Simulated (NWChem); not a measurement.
**BNH4S (SMILES NBS): r2SCAN/def2-TZVP**

What is the vertical ionisation energy of BNH4S at r2SCAN/def2-TZVP? 

The calculation is run with NWChem 7.3.0.

## 1. The structure to begin with

BNH4S: 7 atoms, total charge 0, spin state singlet. SMILES: `NBS`. The shape is that of a PBE0-D4/def2-TZVP optimisation. This is one conformer, not always the lowest.

Bond lengths: N1–B2 1.391 Å, B2–S3 1.816 Å, N1–H4 1.006 Å, N1–H5 1.004 Å, B2–H6 1.194 Å, S3–H7 1.339 Å. Angles: N1–B2–S3 120.0°, N1–B2–H6 119.9°, S3–B2–H6 120.1°, B2–N1–H4 124.2°, B2–N1–H5 121.9°, B2–S3–H7 96.3°, H4–N1–H5 113.8°.

## 2. A single-point energy at r2SCAN/def2-TZVP

sp.nw reads:

```
echo
start sp
title "BH4NS"
memory stack 880 mb heap 220 mb global 1100 mb
charge 0

geometry units angstrom noautosym nocenter noautoz
  N    -0.919200    0.393200   -0.612100
  B     0.157000    0.144300    0.234100
  S     1.088800   -1.407600    0.086000
  H    -1.235600   -0.240300   -1.326500
  H    -1.454400    1.241200   -0.555600
  H     0.466100    0.952200    1.056600
  H     1.958600   -1.151000    1.071800
end

basis "ao basis" spherical bse
  * library def2-TZVP
end

dft
  xc r2scan
  grid xcoarse
  convergence energy 1e-08
  iterations 100
  mulliken
  print low
end

task dft
```

The run is started by

```sh
nwchem sp.nw > sp.out
```

Standard output:

```text
[...]
 d= 0,ls=0.0,diis     1   -480.1952000727 -5.70D+02  4.39D-03  6.72D-01     2.0
[...]
 d= 0,ls=0.0,diis    10   -480.2394993926 -2.58D-09  2.50D-07  2.95D-09    15.2
         Total DFT energy =     -480.239499392596
      One electron energy =     -838.091028833853
           Coulomb energy =      306.406681685900
    Exchange-Corr. energy =      -38.135167019636
 Nuclear repulsion energy =       89.580014774993
[...]
      Total Density - Mulliken Population Analysis
     ---------------------------------------------
    Atom       Charge   Shell Charges
 -----------   ------   -------------------------------------------------------
    1 N    7     7.47   0.82  1.15  0.55  0.74  0.17  1.58  1.65  0.77  0.00  0.01  0.00
    2 B    5     4.89   0.91  1.06  0.50  0.43  0.03  1.01  0.68  0.10  0.06  0.09  0.02
    3 S   16    16.27   2.01  0.48  1.48  1.06  0.78  4.19  1.66  0.95  2.41  1.16  0.03  0.06  0.01
    4 H    1     0.76   0.27  0.40  0.05  0.04
    5 H    1     0.76   0.27  0.40  0.05  0.04
    6 H    1     1.00   0.26  0.51  0.22  0.01
    7 H    1     0.85   0.24  0.48  0.10  0.03
[...]
```

Run time: 16 s. Hardware: 1 thread of Intel Xeon 6975P-C (Granite Rapids), shared host; peak memory 0.11 GiB.

## 3. The doublet cation, same level

bh4ns.nw reads:

```
start bh4ns
memory 2200 mb
charge 1
geometry units au noautosym nocenter noautoz
  N     -1.73703625     0.74304031    -1.15670136
  B      0.29668700     0.27268748     0.44238489
  S      2.05753380    -2.65997849     0.16251645
  H     -2.33494560    -0.45410119    -2.50672170
  H     -2.74841768     2.34552807    -1.04993183
  H      0.88080135     1.79939722     1.99668462
  H      3.70121759    -2.17507477     2.02540846
end
basis spherical bse
  * library def2-TZVP
end
dft
  xc r2scan
  mult 2
  grid xcoarse
  convergence energy 1e-08
  maxiter 100
  mulliken
  noprint "final vectors analysis"
end
task dft energy
```

The run is started by

```sh
nwchem bh4ns.nw > bh4ns.out
```

Standard output:

```text
[...]
          Wavefunction type:  spin polarized.
          No. of atoms     :     7
          No. of electrons :    31
[...]
          Charge           :     1
          Spin multiplicity:     2
[...]
          AO basis - number of functions:   123
[...]
              XC Information
              --------------
                      r^2SCAN Method XC Functional
               r^2SCAN metaGGA Exchange Functional  1.000
                     r^2SCAN Correlation Potential  1.000
[...]
 d= 0,ls=0.0,diis     1   -479.7709240230 -5.69D+02  4.31D-03  7.09D-01     2.2
[...]
 d= 0,ls=0.0,diis    13   -479.8955625520 -3.84D-09  1.83D-07  5.18D-10    23.3
[...]
         Total DFT energy =     -479.895562551954
      One electron energy =     -829.425493543134
           Coulomb energy =      297.782177254733
    Exchange-Corr. energy =      -37.832254648621
 Nuclear repulsion energy =       89.580008385066
[...]
      Total Density - Mulliken Population Analysis
     ---------------------------------------------
    Atom       Charge   Shell Charges
 -----------   ------   -------------------------------------------------------
    1 N    7     7.22   0.82  1.15  0.57  0.78  0.14  1.56  1.62  0.57  0.00  0.02  0.00
    2 B    5     4.97   0.91  1.06  0.50  0.51  0.01  1.01  0.77  0.04  0.05  0.09  0.02
    3 S   16    15.76   2.01  0.48  1.48  1.13  0.76  4.19  1.66  0.91  2.31  0.72  0.03  0.06  0.01
    4 H    1     0.71   0.26  0.38  0.03  0.04
    5 H    1     0.69   0.26  0.37  0.02  0.04
    6 H    1     0.90   0.26  0.48  0.15  0.01
    7 H    1     0.76   0.23  0.45  0.04  0.03
[...]
      <S2> =      0.7715 (Exact =     0.7500)
[...]
```

Run time: 24 s. Hardware: 1 thread of Intel Xeon 6975P-C (Granite Rapids), shared host; peak memory 0.12 GiB.

## 4. Outcome

At r2SCAN/def2-TZVP:

| quantity | value |
| --- | --- |
| singlet BNH4S: total energy | -480.23950 Eh |
| doublet cation: total energy | -479.89556 Eh |
| doublet cation: ⟨S²⟩ | 0.771 |
| vertical ionisation energy (to the doublet cation) | 9.359 eV |

The vertical ionisation energy comes to 9.36 eV (216 kcal/mol). Mulliken charges (singlet BNH4S) run from -0.47 on N1 to +0.24 on H4.
